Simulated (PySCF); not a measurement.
Gas-phase reaction: 3 B2O2 + O3 = 3 B2O3

Method: PySCF energies plus ideal-gas RRHO corrections (1 bar). 'Table' is the NASA 1993 thermochemical table (part measured, part estimated). After a fit of one offset per element over all species, the range-separated, M06-2X, PBE0/def2-QZVP and CCSD(T)/def2-TZVPP enthalpies, where run, lie to one side of the table for O3 (+19 kJ/mol): a fault of the table's entry, another state or a shared error of the levels is possible; this was not checked at source. † marks an energy on the PBE0/def2-TZVP geometry and frequencies; other levels use their own. MP2 and CCSD(T) freeze the core. 6-31G* has spherical d functions here. All species are closed-shell singlets. B3LYP is the form with VWN-RPA correlation. MP2 isn't extrapolated to the basis-set limit; its ΔH°(298 K) is -1280.9 kJ in def2-SVP and -1262.2 kJ in def2-TZVPP. CCSD(T) isn't extrapolated to the basis-set limit; its ΔH°(298 K) is -1268.2 kJ in def2-SVP and -1255.9 kJ in def2-TZVPP. The harmonic model lacks anharmonicity and excited electronic states, which grow with temperature; levels with a mode under 35 cm⁻¹ are left out. Strong static correlation: O3. Soft modes under 120 cm⁻¹ make the harmonic entropy rough for B2O3. The table's entry may be an old estimate for B2O2, B2O3 (not checked at source). Warning, large T1 diagnostic: B2O2, O3 (CCSD(T)/def2-TZVPP†).

```json
[
 {"level": "table", "ΔH°(298 K), kJ": "-1281.6", "minus table": "-", "ΔG°(2500 K), kJ": "-976.3"},
 {"level": "B3LYP/def2-TZVP†", "ΔH°(298 K), kJ": "-1288.8", "minus table": "-7.2", "ΔG°(2500 K), kJ": "-961.9"},
 {"level": "BLYP/def2-TZVP†", "ΔH°(298 K), kJ": "-1185.2", "minus table": "96.4", "ΔG°(2500 K), kJ": "-858.3"},
 {"level": "CCSD(T)/def2-TZVPP†", "ΔH°(298 K), kJ": "-1255.9", "minus table": "25.7", "ΔG°(2500 K), kJ": "-928.9"},
 {"level": "HF/6-31G*", "ΔH°(298 K), kJ": "-1540.0", "minus table": "-258.4", "ΔG°(2500 K), kJ": "-1219.4"},
 {"level": "HF/def2-TZVP†", "ΔH°(298 K), kJ": "-1549.4", "minus table": "-267.8", "ΔG°(2500 K), kJ": "-1222.5"},
 {"level": "MP2/def2-SVP†", "ΔH°(298 K), kJ": "-1280.9", "minus table": "0.7", "ΔG°(2500 K), kJ": "-954.0"},
 {"level": "PBE/def2-TZVP†", "ΔH°(298 K), kJ": "-1174.9", "minus table": "106.7", "ΔG°(2500 K), kJ": "-848.0"},
 {"level": "PBE0/def2-SVP†", "ΔH°(298 K), kJ": "-1324.5", "minus table": "-42.9", "ΔG°(2500 K), kJ": "-997.6"},
 {"level": "LDA/def2-TZVP†", "ΔH°(298 K), kJ": "-1281.0", "minus table": "0.6", "ΔG°(2500 K), kJ": "-954.0"},
 {"level": "ωB97M-V/def2-TZVP†", "ΔH°(298 K), kJ": "-1321.2", "minus table": "-39.6", "ΔG°(2500 K), kJ": "-994.3"},
 {"level": "ωB97X-V/def2-TZVP†", "ΔH°(298 K), kJ": "-1287.5", "minus table": "-5.9", "ΔG°(2500 K), kJ": "-960.5"}
]
```
